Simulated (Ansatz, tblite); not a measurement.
# The cluster PbI₂+: a ladder of methods and basis sets

The task here is to estimate one member of a computed series from the others.

Program: Ansatz 0.2.0, Gaussian basis. Level of theory: as each input shows. These are calculated values, not measurements.

Plan: GFN1-xTB, GFN2-xTB, PBE-D4/def2-TZVP, r2SCAN-D4/def2-TZVP, ωB97M-V/def2-TZVP, BLYP-D4/def2-TZVP, B2PLYP/def2-TZVP, LDA/def2-TZVP, PBE-QIDH/def2-TZVP, PBE-D4/def2-SVP, PBE0-D4/def2-SVP, CCSD(T)/def2-SVP, MP2/def2-TZVP, RPA/def2-TZVP.

1 further run of the same task is left out (set aside as unsound or not needed). Runs told in other sessions of the task aren't counted.

### The structure

The doublet was relaxed beforehand with PBE0-D4/def2-SVP. At that level it is the lowest of the isomers that a small search found.

3 atoms, charge 1, spin multiplicity 2.

Bond lengths: Pb1–I2 2.892 Å, Pb1–I3 2.892 Å, I2–I3 3.334 Å. Angles: I2–Pb1–I3 70.4°, Pb1–I2–I3 54.8°, Pb1–I3–I2 54.8°.

I, Pb take a core potential in the def2 sets. No spin-orbit coupling is included. The ion is computed in the gas phase, without counter-ions or solvent.

PBE0-D4/def2-TZVP was run before; its log isn't repeated, and its numbers join the tables.

Set-up of the first run:

Tight binding, by tblite at 300 K electronic temperature and without a spin-polarisation term:

```python
tblite.interface.Calculator('GFN1-xTB', numbers, positions, charge=1, uhf=1).singlepoint()
```

Tight binding, by tblite at 300 K electronic temperature and without a spin-polarisation term:

```python
tblite.interface.Calculator('GFN2-xTB', numbers, positions, charge=1, uhf=1).singlepoint()
```

start.molden holds the orbitals of an earlier run on this state, given as this run's starting guess.

in.yaml

```yaml
crystal:
  periodic: [false, false, false]
  atoms:
    - {symbol: Pb, position_ang: [1.485558, -0.302368, 0.429144]}
    - {symbol: I, position_ang: [-0.894341, -1.406681, -0.787666]}
    - {symbol: I, position_ang: [-0.591218, 1.709049, 0.358521]}
basis:
  gaussian: {orbitals: def2-TZVP, initial_orbitals: start.molden}
total_charge: 1
magnetization: {spin_polarized: true, initial_magnetization: 1}
hamiltonian: {xc: pbe, dispersion: d4}
scf: {omitted_lower_state_checks: [starts]}
output: {orbitals: {seedname: orbitals}}
```

Run with:

```bash
$ ansatz run in.yaml --threads 4 --pin off --events-out ev --progress --plain --max-ram 3916MiB
```

Among the steps run: PBE-D4/def2-TZVP; r2SCAN-D4/def2-TZVP; ωB97M-V/def2-TZVP; BLYP-D4/def2-TZVP; B2PLYP/def2-TZVP; LDA/def2-TZVP; PBE-QIDH/def2-TZVP; PBE-D4/def2-SVP; PBE0-D4/def2-SVP; CCSD(T)/def2-SVP; MP2/def2-TZVP; RPA/def2-TZVP.

One table of the session follows, with a row left open; its other results are not shown here.

| level | HOMO (eV) | LUMO (eV) | gap (eV) |
| --- | --- | --- | --- |
| LDA/def2-TZVP | -10.99 | -10.44 | 0.55 |
| PBE-D4/def2-SVP | -10.94 | -10.21 | 0.73 |
| PBE-D4/def2-TZVP | -10.85 | -10.10 | 0.75 |
| BLYP-D4/def2-TZVP | -10.64 | -9.99 | 0.65 |
| r2SCAN-D4/def2-TZVP | -11.20 | -9.99 | 1.21 |
| PBE0-D4/def2-SVP | -12.08 | -9.53 | 2.56 |
| PBE0-D4/def2-TZVP | -11.96 | -9.38 | 2.58 |
| ωB97M-V/def2-TZVP | ? | ? | ? |

**Question.** Estimate the row for ωB97M-V/def2-TZVP.

As computed: HOMO (eV): -13.89; LUMO (eV): -7.62; gap (eV): 6.28. In the column «HOMO (eV)» it is the lowest.
